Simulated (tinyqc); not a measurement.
Inside a calculation. Method: Hueckel theory of the pi electrons with the omega technique, for the molecule C=C([CH2-])F (SMILES; centres numbered as the heavy atoms are written). Computed by tinyqc, a small Python program that keeps every step. Settings: charge = -1, omega = 0.6, damping = 0.5. Command: `OMP_NUM_THREADS=1 python tinyqc.py 24160 24161 out.jsonl` (the two numbers bound the seeds that draw the settings). One thread of a shared host (Intel(R) Xeon(R) Processor @ 2.60GHz), about 0.01 s of CPU time with the checks.

## The Hueckel matrix

Centres:
```
centre,"z_r, pi electrons of the neutral centre",h
1C,1,0.000000
2C,1,0.000000
3C,1,0.000000
4F,2,3.000000
```

Bonds:
```
i,j,k
1,2,1
2,3,1
2,4,0.700000
```

H_rr = alpha + h_r beta, H_rs = k_rs beta for bonded centres.

Hueckel matrix in units of beta (H = alpha + beta A), lower triangle:
```
,1C,2C,3C,4F
1C,0.000000
2C,1.000000,0.000000
3C,0.000000,1.000000,0.000000
4F,0.000000,0.700000,0.000000,3.000000
```

## Orbitals, round 1

pi electrons, sum of z_r less the charge = 6

Diagonalise; E = alpha + x beta with beta < 0, so the largest x are filled first; degenerate levels share their electrons. P = sum n_i c_ri c_si; each orbital has its largest coefficient positive (the first on a tie).

x values: 3.191083  1.279001  0.000000  -1.470084

occupations: 2.000000  2.000000  2.000000  0.000000

coefficients:
```
,MO1,MO2,MO3,MO4
1C,0.081967,0.505950,0.707107,-0.487130
2C,0.261565,0.647111,0.000000,0.716123
3C,0.081967,0.505950,-0.707107,-0.487130
4F,0.958200,-0.263206,0.000000,-0.112142
```

charge and bond-order matrix P, lower triangle:
```
,1C,2C,3C,4F
1C,1.525408
2C,0.697690,0.974336
3C,-0.474592,0.697690,1.525408
4F,-0.109256,0.160615,-0.109256,1.974848
```

## Omega technique, round 1

h_r = h_r(0) + omega q_r, omega = 0.6, with q_r = z_r - P_rr; 0.5 of the old diagonal is kept.

matrix after round 1, lower triangle:
```
,1C,2C,3C,4F
1C,-0.157622
2C,1.000000,0.007699
3C,0.000000,1.000000,-0.157622
4F,0.000000,0.700000,0.000000,3.007546
```

## Orbitals, round 2

As before.

x values: 3.196547  1.204380  -0.157622  -1.543305

occupations: 2.000000  2.000000  2.000000  0.000000

coefficients:
```
,MO1,MO2,MO3,MO4
1C,0.077249,0.491793,0.707107,-0.502167
2C,0.259107,0.669824,0.000000,0.695845
3C,0.077249,0.491793,-0.707107,-0.502167
4F,0.959650,-0.260030,0.000000,-0.107033
```

charge and bond-order matrix P, lower triangle:
```
,1C,2C,3C,4F
1C,1.495656
2C,0.698861,1.031600
3C,-0.504344,0.698861,1.495656
4F,-0.107497,0.148957,-0.107497,1.977088
```

## Omega technique, round 2

As before.

matrix after round 2, lower triangle:
```
,1C,2C,3C,4F
1C,-0.227508
2C,1.000000,-0.005631
3C,0.000000,1.000000,-0.227508
4F,0.000000,0.700000,0.000000,3.010646
```

## Convergence

Each round sets h_r = h_r(0) + omega (z_r - P_rr), keeping the share named as damping of the old diagonal; repeat until output and input diagonals agree to 1e-6.

Rounds:
```
round,sum n x,largest |h(out) - h(in)|
1,8.940168,3.15e-01
2,8.486610,1.40e-01
3,8.270530,6.37e-02
4,8.165284,2.97e-02
5,8.113505,1.41e-02
6,8.087887,6.80e-03
7,8.075166,3.31e-03
8,8.068834,1.62e-03
9,8.065677,8.00e-04
10,8.064101,3.96e-04
11,8.063314,1.96e-04
12,8.062920,9.76e-05
13,8.062724,4.86e-05
14,8.062625,2.43e-05
15,8.062576,1.22e-05
16,8.062551,6.09e-06
17,8.062539,3.04e-06
18,8.062533,1.52e-06
19,8.062530,7.59e-07
```

Converged in 19 rounds.

## Energy, charges, bond orders

final x values: 3.197004  1.122207  -0.287946  -1.631263

occupations: 2.000000  2.000000  2.000000  0.000000

final P, lower triangle:
```
,1C,2C,3C,4F
1C,1.479911
2C,0.698644,1.061500
3C,-0.520089,0.698644,1.479911
4F,-0.105307,0.141460,-0.105307,1.978678
```

E = sum n x; q_r = z_r - P_rr; bond order p = P_rs; free valence = sqrt(3) - sum of p over the bonds of the atom.

pi energy = 6 alpha + this times beta = 8.062530

pi charges: 1C -0.479911, 2C -0.061500, 3C -0.479911, 4F 0.021322

Bond orders and lengths from R = 1.517 - 0.180 p (angstrom, C-C alone):
```
bond,p,R
1-2,0.698644,1.391244
2-3,0.698644,1.391244
2-4,0.141460,-
```

free valence of the carbons: 1C 1.033407, 2C 0.193303, 3C 1.033407

gap between the highest filled and the next level = 1.343317 |beta|
